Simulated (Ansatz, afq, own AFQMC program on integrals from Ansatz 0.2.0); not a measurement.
**Si2H3, doublet: energetics from AFQMC and coupled cluster**

```
atom   x (Å)    y (Å)    z (Å)
  Si  0.0000   0.0235   1.0897
  Si  0.0000  -0.0769  -1.1897
   H  0.0000   1.2166   1.9857
   H  0.0000  -1.1800   1.9697
   H  0.0000   1.4507  -1.1705
```

Geometry: a PBE0/def2-TZVP stationary point, not shown to be a minimum. Basis aug-cc-pVDZ. Only valence electrons are correlated. Ansatz 0.2.0 and our own AFQMC program on the same integrals; the CISD trial comes from CCSD amplitudes, and released means the phaseless constraint is let go. Error bars are statistical, one sigma.

Best estimates are CCSD(T) at the basis-set limit (def2-TZVPP/QZVPP) plus the step from CCSD(T) to the highest rung at hand in aug-cc-pVDZ, named in the table (released AFQMC can keep some 10 meV of bias). No zero-point, core-correlation or spin–orbit terms. Other levels are in aug-cc-pVDZ, the functionals in def2-TZVP; a dash marks a level that is missing or breaks spin symmetry for a member.

Cautions: Si₂H₃ (doublet): the released energies are still falling, so no released level is given (meV from the phaseless value at times in 1/Eh: -5 ± 4 at 0.24, -11 ± 3 at 0.51, -16 ± 3 at 0.99, -23 ± 3 at 1.62, -26 ± 4 at 2.40), though the last usable value meets CCSDT(Q) within the noise, its ph-AFQMC/CISD value lies 23 ± 5 meV above CCSDT(Q); Si₂H₃⁺ (triplet): another spin lies lower, the released energies are still falling, so no released level is given (meV from the phaseless value at times in 1/Eh: -6 ± 4 at 0.24, -8 ± 3 at 0.51, -12 ± 4 at 0.99, -16 ± 4 at 1.62, -20 ± 5 at 2.40), though the last usable value meets CCSDT(Q) within the noise, its ph-AFQMC/CISD value lies 19 ± 5 meV above CCSDT(Q); Si₂H₃⁺ (singlet): restricted determinant unstable towards unrestricted (UHF 267 meV lower, ⟨S²⟩ 0.68), the released energies are still falling, so no released level is given (meV from the phaseless value at times in 1/Eh: -2 ± 3 at 0.24, -4 ± 4 at 0.51, -7 ± 4 at 0.99, -10 ± 4 at 1.62, -14 ± 4 at 2.40), though the last usable value meets CCSDT(Q) within the noise; row 1: this isn't the first ionization.

| process | best estimate (eV) | highest rung |
| --- | --- | --- |
| to charge +1, triplet (vertical) | 8.78 | CCSDT(Q) |
| to charge +1, singlet (vertical) | 8.46 | CCSDT(Q) |
| to free atoms | 12.48 | CCSDT(Q) |

Errors against the best estimates in eV, the processes numbered in the order above:

| level | error, 1 | error, 2 | error, 3 |
| --- | --- | --- | --- |
| MP2 | -0.31 | -0.14 | -1.43 |
| CCSD(T) | -0.17 | -0.12 | -1.16 |
| ph-AFQMC/CISD | -0.17 ± 0.007 | -0.12 ± 0.006 | -1.15 ± 0.005 |
| CCSD(T)/CBS | 0.00 | -0.01 | -0.03 |
| PBE | -0.13 | – | -0.09 |
| r2SCAN | -0.19 | – | 0.08 |
| PBE0 | -0.12 | – | -0.18 |
| B3LYP | -0.02 | – | -0.07 |
| wB97M-V | -0.02 | -0.14 | 0.03 |
| B2PLYP | -0.12 | – | -0.28 |

Cost at the first geometry (cards were shared with other jobs): PBE0/aug-cc-pVDZ, 2.8 s on 1 thread of AMD EPYC 7R13 Processor (Zen 3), on a shared host; UCCSD(T)/aug-cc-pVDZ, 8 s on 1 × NVIDIA H100 80GB HBM3 with 1 thread of AMD EPYC 7R13 Processor (Zen 3) (shared host); CCSD(T)/def2-QZVPP, 16 s on 1 × NVIDIA H100 80GB HBM3 with 1 thread of AMD EPYC 7R13 Processor (Zen 3), with other jobs on the host; CCSDT(Q), 18 s on 1 × NVIDIA H100 80GB HBM3 with 1 thread of AMD EPYC 7R13 Processor (Zen 3), on a shared host; ph-AFQMC/CISD with release, 2.7 min on 1 × NVIDIA H100 80GB HBM3 with 2 threads of AMD EPYC 7R13 Processor (Zen 3) (shared host).

Best estimates are given only where the step beyond CCSD(T) is under 0.3 eV and no member's determinant is very poor (T1 over 0.05, or 0.07 for open shells, ⟨S²⟩ too high by 0.3, two states mixed), so the hardest cases are missing from such tables.

The functionals ran in a triple-zeta set and keep a basis error of their own, a few kJ/mol for each bond in atomization energies and more for double hybrids, so close places among them and the extrapolated levels can swap.

CCSDT and higher add their correlation energy to the determinant of the CCSD(T) run, since their own runs factorise the integrals more tightly (a shift of under 2 meV). Each member of a difference takes its own highest rung, so a best estimate needn't equal the limit plus the step of one row. A walk keeps the symmetry of its determinant, which the program's search chose and which needn't be the lowest solution, so a lower state of the same spin and another symmetry isn't excluded.
